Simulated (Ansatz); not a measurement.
Start from `B[SiH2][SiH3]` and change one atom or group to get `N[SiH2][SiH3]`.

Ansatz, PBE0-D4/def2-TZVP geometries, multiplicity 1. Each molecule was computed in one conformer, which needn't be the lowest.

```
                                      property  `B[SiH2][SiH3]`
             HOMO energy (PBE/def2-TZVPP) / eV            -6.89
           LUMO energy (B3LYP/def2-TZVPP) / eV            -2.68
           HOMO–LUMO gap (PBE/def2-TZVPP) / eV             3.45
         HOMO energy (ωB97M-V/def2-TZVPP) / eV            -9.97
size of the dipole moment (PBE/def2-TZVPP) / D             0.07
            HOMO energy (PBE0/def2-TZVPP) / eV            -7.96
```

Problem. What does the change do to each property? (Estimate.)

Solution. Computed: 
```json
{"property": "HOMO energy (PBE/def2-TZVPP) / eV", "`N[SiH2][SiH3]`": "-6.00", "shift": "0.89"}
{"property": "LUMO energy (B3LYP/def2-TZVPP) / eV", "`N[SiH2][SiH3]`": "-0.35", "shift": "2.33"}
{"property": "HOMO–LUMO gap (PBE/def2-TZVPP) / eV", "`N[SiH2][SiH3]`": "5.03", "shift": "1.58"}
{"property": "HOMO energy (ωB97M-V/def2-TZVPP) / eV", "`N[SiH2][SiH3]`": "-9.59", "shift": "0.38"}
{"property": "size of the dipole moment (PBE/def2-TZVPP) / D", "`N[SiH2][SiH3]`": "1.48", "shift": "1.41"}
{"property": "HOMO energy (PBE0/def2-TZVPP) / eV", "`N[SiH2][SiH3]`": "-7.34", "shift": "0.62"}
```

With PBE0 the HOMO rises by 0.62 eV and the LUMO rises by 2.36 eV, so the gap widens by about 1.74 eV. PBE moves the HOMO by 0.89 eV and ωB97M-V by 0.38 eV. Dipoles are sizes alone; their direction can turn.

B3LYP here is the variant with VWN-RPA as its local correlation; programs differ in this.
